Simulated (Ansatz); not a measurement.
Two isomers of C2H3NO: A = `OC1=NC1`, B = `N=C1CO1`.

Calculated with Ansatz (gas phase, PBE0-D4/def2-TZVP geometries, no zero-point term in ΔE). CCSD(T)/CBS adds triple-zeta CCSD(T) − MP2 to the extrapolated MP2 energy (def2 sets, frozen cores). Functionals use def2-TZVPP. B3LYP here is the variant with VWN-RPA as its local correlation; programs differ in this. One conformer a species, not always the lowest.

A:

```xyz
7

O    -0.386   -0.654   -1.483
C    -0.182   -0.264   -0.244
N    -0.477   -0.534    0.935
C     0.462    0.668    0.613
H    -0.973   -1.424   -1.470
H     1.509    0.547    0.879
H     0.046    1.660    0.769
```

B:

Z-matrix (Å, degrees):
```
C
C 1 1.439
O 1 1.480 2 54.1
H 1 1.086 2 120.5 3 99.2
H 1 1.086 2 120.4 3 -99.2
N 2 1.245 1 159.7 3 180.0
H 6 1.016 2 110.7 1 -0.0
```

(1) Which isomer does CCSD(T)/CBS put lower? Give the gap. (Best estimate.)

(2) Give E(B) − E(A) in kJ/mol with ωB97M-V, CCSD(T)/def2-TZVPP, CCSD/def2-TZVPP, LDA (SPW92), PBE-D4, HF/def2-TZVPP, B3LYP. (An estimate is asked.)

(3) Does the order hold for the free energy at 298.15 K (harmonic terms from PBE0-D4)? (Estimate.)

Largest T1 diagnostic: 0.015.

## Answers

(1) Computed: B, by 11.9 kJ/mol.

(2) Computed: ωB97M-V -14.5, CCSD(T)/def2-TZVPP -11.9, CCSD/def2-TZVPP -11.4, LDA (SPW92) -18.2, PBE-D4 -20.2, HF/def2-TZVPP -11.4, B3LYP -18.2. None reverses the order clearly.

(3) The calculation gave: Yes: G(B) − G(A) = -11.4 kJ/mol, for one conformer each.

From BLYP to BHLYP (50 % exact exchange), in def2-TZVPP and without D4, E(B) − E(A) moves by +7.3 kJ/mol. At CCSD(T), def2-SVP lies +7.4 kJ/mol from the extrapolated value and def2-TZVPP +0.1 kJ/mol.
